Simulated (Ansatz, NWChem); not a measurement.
# A ladder of methods for BPH6 (SMILES [BH3-][PH3+])

BPH6 has 8 atoms, charge 0, and is taken as a singlet. As SMILES, `[BH3-][PH3+]`. Geometry: relaxed at PBE0-D4/def2-TZVP.

```tsv
atom	x (Å)	y (Å)	z (Å)
B	-0.5561	0.2272	-0.9140
P	0.4339	-0.1816	0.6677
H	-1.6934	0.3431	-0.5201
H	-0.3678	-0.7302	-1.6280
H	-0.0555	1.2542	-1.3099
H	0.4188	0.7557	1.7188
H	1.8231	-0.3803	0.5471
H	0.0892	-1.3452	1.3826
```

Quantity: the energy change with the B1–H5 bond stretched from 1.209 to 1.572 Å, in eV. The values are calculated.

```json
{"level": "HF/def2-SVPD (restricted)", "kind": "Hartree–Fock", "program": "NWChem", "value (eV)": "0.83", "less CCSD(T)/def2-SVPD": "+0.06"}
{"level": "SVWN5/def2-SVPD (restricted)", "kind": "LDA", "program": "Ansatz", "value (eV)": "0.74", "less CCSD(T)/def2-SVPD": "-0.03"}
{"level": "TPSS/def2-SVPD (restricted)", "kind": "meta-GGA", "program": "NWChem", "value (eV)": "0.77", "less CCSD(T)/def2-SVPD": "0.00"}
{"level": "r2SCAN/def2-SVPD (restricted)", "kind": "meta-GGA", "program": "NWChem", "value (eV)": "0.78", "less CCSD(T)/def2-SVPD": "+0.01"}
{"level": "wB97X/def2-SVPD (restricted)", "kind": "range-separated hybrid", "program": "NWChem", "value (eV)": "0.80", "less CCSD(T)/def2-SVPD": "+0.03"}
{"level": "B2PLYP/def2-SVPD (restricted)", "kind": "double hybrid", "program": "Ansatz", "value (eV)": "0.81", "less CCSD(T)/def2-SVPD": "+0.04"}
{"level": "BCCD(T)/def2-SVPD (restricted)", "kind": "coupled cluster or CI", "program": "Ansatz", "value (eV)": "0.77", "less CCSD(T)/def2-SVPD": "0.00"}
{"level": "CCSD(T)/def2-SVPD (restricted)", "kind": "coupled cluster or CI", "program": "Ansatz", "value (eV)": "0.77", "less CCSD(T)/def2-SVPD": "0.00"}
```

CCSD(T)/def2-SVPD (restricted) is the highest level here, not the true value. The first shape isn't each level's own minimum. The values span 0.74 to 0.83 eV.
